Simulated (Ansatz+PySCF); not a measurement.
A calculation with Ansatz (development build ahead of 0.2.0).

```yaml
crystal:
  periodic: [false, false, false]
  atoms:
    - { symbol: "N", position_ang: [0.0, 0.0, -0.60928] }
    - { symbol: O, position_ang: [0.0, 0.0, 0.53312] }
basis:
  gaussian: { orbitals: def2-SVP }
magnetization:
  spin_polarized: true
  initial_magnetization: 1
hamiltonian:
  xc: pbe0
scf:
  omitted_lower_state_checks: [starts, atomic_configurations, cluster_reference, orbital_swaps, given_window_search, neighbouring_geometries, increment]
output:
  forces: true
```

The input is written out in the form of the current development build from the run's settings.

Results

```json
{
 "Converged": "yes",
 "Total energy": "-129.65080 hartree",
 "Spin squared of the determinant": "0.753",
 "Stability test": "minimum"
}
```

Forces (eV/Å):
```json
{"atom": "N1", "Fx": "0.000", "Fy": "0.000", "Fz": "0.000"}
{"atom": "O2", "Fx": "0.000", "Fy": "0.000", "Fz": "0.000"}
```
